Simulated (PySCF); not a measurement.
## Calculated NMR parameters of Pyranone

* Formula: C5H4O2
* SMILES: O=c1ccocc1
* InChI: InChI=1S/C5H4O2/c6-5-1-3-7-4-2-5/h1-4H
* Point group of the computed structure: C2v
* Degrees of unsaturation: 4
* Carbon signals: 3
* Proton signals: 2

Atoms are numbered as in `[O:1]=[c:2]1[cH:3][cH:4][o:5][cH:6][cH:7]1`. Each H is labelled by its parent atom.

Computed data (PySCF 2.14): structure optimised with GFN2-xTB, B3LYP/pcJ-1 coupling constants (without the spin–dipole term), σ from GIAO-PBE0/pcSseg-1. Fast rotation and ring inversion assumed for equivalent nuclei, no relativistic terms, no solvent model, a single conformation.

Referencing at the same level of theory: TMS for 1H (31.72 ppm) and 13C (186.93 ppm); 17O (336.08 ppm) vs H2O.

| carbon | δC, type | δH (multiplicity, J in Hz) | HMBC from (abs. J ≥ 3 Hz) | span of the C tensor (ppm) |
| --- | --- | --- | --- | --- |
| C2 | 176.8, C | – | H(C4)/H(C6) | 202 |
| C3/C7 | 127.7, CH | 6.43 (d, 7.2) | H(C4)/H(C6), H(C3)/H(C7) | 180 |
| C4/C6 | 159.8, CH | 7.74 (d, 7.2) | H(C4)/H(C6), H(C3)/H(C7) | 187 |

Other nuclei:
| atoms | nucleus | environment | δ (ppm) | σ (ppm) |
| --- | --- | --- | --- | --- |
| O1 | 17O | carbonyl oxygen | 554.6 | -218.5 |
| O5 | 17O | ring oxygen | 228.7 | 107.4 |

Selected couplings (Hz, signed; the shortest-range and largest first, 30 at most; isotopes 13C, 1H): 1J(C4,H(C4)) 199.9, 1J(C3,H(C3)) 175.9, 1J(C3,C4) 74.0, 1J(C2,C3) 56.2, 3J(H(C3),H(C4)) 7.2, 3J(C3,C6) 2.0.

- Carbon types of the structure: 1 × C, 4 × CH, which accounts for all hydrogens.
- δC 176.8: ring carbonyl carbon.
- δC 159.8, 127.7: unsaturated ring CH.
- δH 7.74, 6.43: hydrogen on a unsaturated ring CH.
- The protons at 6.43 and 7.74 share a coupling of 7.2 Hz (vicinal, an ortho-type coupling).

Splittings below 1 Hz are ignored in the labels, and close J values are merged. Couplings among chemically equivalent protons are left out too, so labels in AA′BB′ or AA′XX′ sets are apparent multiplicities. Unscaled 3J(H,H) at this level run about 10 % above measured values. Shifts are as computed. Against solution values, carbons near 30 ppm lie about +3 ppm off and those near 130 ppm about +5 ppm. Of 1211 compounds with measured shifts, 218 miss one by over three times the rms of a fit or turn the order of signals round; such compounds aren't used in these exercises. Unscaled 17O shifts of doubly bonded oxygen tend to come out too high, by tens of ppm or more. Experimental scales use liquid or dissolved standards, which lie at an offset from isolated H2O (liquid H2O: subtract about 36 ppm).
